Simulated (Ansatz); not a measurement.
Rutile MnF2, treated with revPBE in Ansatz (plane waves, PAW).

Settings: plane-wave cutoff 520 eV, 8×8×10 k mesh (along the axes of the cell as run), Fermi–Dirac smearing 0.01 eV, spin-polarised with opposed moments, scalar-relativistic PAW data made under PBE.

Cell (relaxed at this level):

```
MnF2
1.0
    5.00937     0.00000     0.00000
    0.00000     5.00937     0.00000
    0.00000     0.00000     3.35250
Mn F
2 4
Direct
  0.00000   0.00000   0.00000
  0.50000   0.50000   0.50000
  0.30421   0.30421   0.00000
  0.80421   0.19579   0.50000
  0.19579   0.80421   0.50000
  0.69579   0.69579   0.00000
```
Starting moments (μB, in the order of the record's atoms Mn Mn F F F F): 5.0 -5.0 0.0 0.0 0.0 0.0.

**Question.** Estimate the bulk modulus, smallest direct gap on the k points sampled, pressure derivative B′ of the bulk modulus and magnetic moment (largest site, within a sphere) that the calculation returns.

**Answer.** 
- bulk modulus = 72.3 GPa
- smallest direct gap on the k points sampled = 2.54 eV
- pressure derivative B′ of the bulk modulus = 5.7
- magnetic moment (largest site, within a sphere) = 4.22 μB

Note: without U or exact exchange, gaps and moments of open d shells tend to come out too small; the bulk modulus comes from volumes at which shape and atoms were relaxed.

Moments are spin moments.

Computed values are for the static lattice.

The result took very roughly 30 core-minutes.

Ansatz is a program for electronic structure.
